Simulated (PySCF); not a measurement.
## Stretching PO

Set-up: P pcseg-1, O pcseg-1; no relativity (PySCF 2.14). Energies in eV from P + O in their ground configurations at the same level. State: ²Π (doublet), unpaired electrons π ↑.

All columns are PBE0. A positive dipole means P(−)O(+).

```tsv
R (Å)	E (eV)	μ (D)	Mulliken charge on P (basis-dependent)	HOMO (eV)	LUMO (eV)	Mayer bond order	⟨S²⟩
1.287	-3.490	-1.40	0.25	-4.90	-2.51	2.26	0.75
1.347	-4.603	-1.64	0.29	-5.16	-2.76	2.22	0.75
1.407	-5.214	-1.87	0.33	-5.42	-3.01	2.19	0.75
1.452	-5.430	-2.04	0.36	-5.61	-3.20	2.16	0.75
1.497	-5.489	-2.19	0.38	-5.80	-3.38	2.14	0.75
1.542	-5.427	-2.34	0.40	-5.98	-3.56	2.13	0.75
1.602	-5.206	-2.52	0.43	-6.21	-3.78	2.11	0.75
1.677	-4.776	-2.73	0.45	-6.47	-4.05	2.09	0.76
1.766	-4.132	-2.87	0.46	-6.76	-4.22	2.00	0.85
1.886	-3.314	-2.66	0.42	-7.03	-3.93	1.58	1.24
```

A fit through these points gives, at Re = 1.495 Å, μ = -2.18 D and dμ/dR = -3.38 D/Å; the reduced mass is 10.55 u.

Question: How strong is the fundamental in the double-harmonic approximation, I = 42.26·(dμ/dR)²/μred km/mol?

Answer: I = 42.26·(-3.38)²/10.55 = 45.8 km/mol at PBE0.

⟨S²⟩ of the unrestricted solution departs from its pure value on part of the curve, where spin states mix. The state was picked by a PBE0 search and need not be the measured ground state.
